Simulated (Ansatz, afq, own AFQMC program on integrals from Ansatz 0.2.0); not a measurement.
Integrals from Ansatz 0.2.0, then the random walk in our own AFQMC program (afq).

```yaml
crystal:
  periodic: [false, false, false]
  atoms:
    - {symbol: Si, position_ang: [0.000000, -0.003907, 1.566064]}
    - {symbol: Ge, position_ang: [0.000000, -0.023839, -0.584529]}
    - {symbol: H, position_ang: [0.000000, 1.326646, 0.522598]}
    - {symbol: H, position_ang: [0.000000, 0.500279, -2.034109]}
basis:
  gaussian: {orbitals: cc-pVDZ}
magnetization: {spin_polarized: false}
correlation: {method: ccsd_t, electrons: outside_noble_gas, hamiltonian_folder: ham}
```

```sh
$ ansatz run in.yaml --threads 1 --pin off --events-out ev --progress --plain --max-ram 1843MiB
```

afq runs on the folder ham with

```
--method phaseless --trial cisd --walkers 70 --populations 1 --least-time 40 --time-step 0.005 --steps-per-block 50 --equilibration-blocks 28 --max-blocks 300 --target-error 0.00038 --factor-cut 1e-05 --seed 3022 --release-times 0.24,0.51,0.99,1.62,2.4 --release-step 0.03 --release-every 4 --taylor-order 6
```

Times are imaginary, in 1/Eh. The walk had a cap of 536 s. Filled inner d shells are frozen with the cores.

Output of the walk:

```
orbitals 36  electrons 5 5  factors 290 of 599
reference energy -2365.32555572 Eh
CCSD correlation -0.21649571 Eh in 11 cycles, weight of the determinant in the CISD state 0.8403
energy of the start -2365.542052 Eh
 block  time / (1/Eh)  mean weight  energy / Eh
     1     0.250  0.9992  -2365.538583
     2     0.500  1.0005  -2365.539395
     3     0.750  1.0013  -2365.541066
     4     1.000  0.9997  -2365.543027
     5     1.250  0.9996  -2365.545800
     7     1.750  1.0002  -2365.547388
     9     2.250  1.0001  -2365.550191
    17     4.250  1.0007  -2365.548471
    33     8.250  0.9998  -2365.555719
    49    12.250  0.9996  -2365.550521
    65    16.250  0.9997  -2365.548594
    81    20.250  0.9991  -2365.554010
    97    24.250  0.9998  -2365.559954
   113    28.250  0.9997  -2365.557737
   129    32.250  0.9995  -2365.547775
   145    36.250  1.0009  -2365.548965
   161    40.250  0.9991  -2365.557256
   177    44.250  0.9987  -2365.561468
   193    48.250  0.9980  -2365.558394
   209    52.250  1.0006  -2365.546580
   225    56.250  0.9992  -2365.551225
   241    60.250  1.0014  -2365.549668
   257    64.250  1.0017  -2365.568240
   265    66.250  0.9996  -2365.541079
   273    68.250  0.9999  -2365.557969
   289    72.250  1.0000  -2365.559207
   305    76.250  0.9994  -2365.552007
   321    80.250  1.0003  -2365.547041
blocks merged  error / Eh  count
     1  0.000299  300
     2  0.000388  150
     4  0.000495  75
     8  0.000620  37
    16  0.000666  18
    32  0.000765  9
released: time / (1/Eh)  energy / Eh  error  mean overlap
  0.24  -2365.554195  0.000626  1.0025
  0.51  -2365.554501  0.000525  1.0000
  0.99  -2365.555293  0.000651  1.0013
  1.62  -2365.554711  0.000545  0.9965
  2.40  -2365.554211  0.000627  1.0163
energy -2365.553661 +/- 0.000666 Eh
(rows thinned)
```

The run passed its tests (sampling time, drift between the halves within three errors, error under three times the target), which doesn't prove that it has relaxed.

Against this walk (error 18.1 meV) on the same determinant: CCSD(T) 14.7 meV higher (within the noise), CCSDT(Q) 43.6 meV lower. The error is statistical and leaves out the bias of the constraint. Released to 2.40 1/Eh the energy moves by -15 ± 25 meV (both errors), within twice the noise.

Cautions: constraint bias not in the error; error above the target (18.1 against 10.3 meV); no relativity below Rb; no spin-orbit coupling; inner d shell frozen; restricted determinant unstable towards unrestricted (UHF 64 meV lower, ⟨S²⟩ 0.35).

The walk took 4.1 min on 1 thread of Intel(R) Xeon(R) 6975P-C (Granite Rapids), on a shared host. The log's last line is the phaseless energy.

CCSDT and higher add their correlation energy to the determinant of the CCSD(T) run, since their own runs factorise the integrals more tightly (a shift of under 2 meV). A walk keeps the symmetry of its determinant, which the program's search chose and which needn't be the lowest solution, so a lower state of the same spin and another symmetry isn't excluded.
